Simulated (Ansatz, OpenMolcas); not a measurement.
# Heat of formation of CHClF2 (SMILES FC(F)Cl) from total energies

The species is CHClF2 (5 atoms), meant as a singlet with charge 0. SMILES: `FC(F)Cl`. The shape is that of a PBE0-D4/def2-TZVP optimisation.

Total energies at B3LYP/6-311+G** (OpenMolcas 26.06); the atoms run unrestricted:

```
species    state  energy (Eh)
 CHClF2  singlet  -698.688984
      F  doublet   -99.760580
      C  triplet   -37.857267
     Cl  doublet  -460.166882
      H  doublet    -0.502156
```

Harmonic wavenumbers at PBE0-D4/def2-TZVP, in cm⁻¹: 368, 414, 605, 812, 1138, 1162, 1326, 1374, 3137.

Measured heats of formation of the gaseous atoms at 298.15 K, in kJ/mol: F 79.4, C 716.9, Cl 121.3, H 218.0. Spin-orbit lowering of the atoms at 298 K (mean of the ground term's levels less their thermal mean, from spectra), in kJ/mol: F 1.29, C 0.02, Cl 3.44. Take 1 Eh = 2625.50 kJ/mol, 1 cm⁻¹ = 0.0119627 kJ/mol, RT = 2.479 kJ/mol.

Task: What heat of formation follows?

Result: 
1. Electronic atomisation energy: 2 × (-99.760580) + (-37.857267) + (-460.166882) + (-0.502156) − (-698.688984) = 0.641519 Eh = 1684.3 kJ/mol.
2. Zero-point energy: half the sum of the wavenumbers, 5168 cm⁻¹ = 61.8 kJ/mol.
3. Thermal vibrational enthalpy, Σ hcν̃/(exp(hcν̃/kT) − 1): 2.4 kJ/mol. Translation, rotation and pV of a non-linear molecule: 4 RT = 9.9 kJ/mol.
4. The 5 free atoms carry 5/2 RT each: 31.0 kJ/mol.
5. Spin-orbit coupling lowers the free atoms by 2 × 1.29 + 0.02 + 3.44 = 6.0 kJ/mol.
6. Atomisation enthalpy at 298 K: 1684.3 − 6.0 − 61.8 − 2.4 − 9.9 + 31.0 = 1635.2 kJ/mol.
7. Sum of the atoms' heats of formation: 1215.0 kJ/mol. Heat of formation: 1215.0 − 1635.2 = -420.2 kJ/mol.

The tabulated value is -482.8 kJ/mol (Active Thermochemical Tables), so this level is off by +62.6 kJ/mol, or 3.7 % of the atomisation enthalpy. Anharmonicity and any spin-orbit splitting of the molecule are left out.
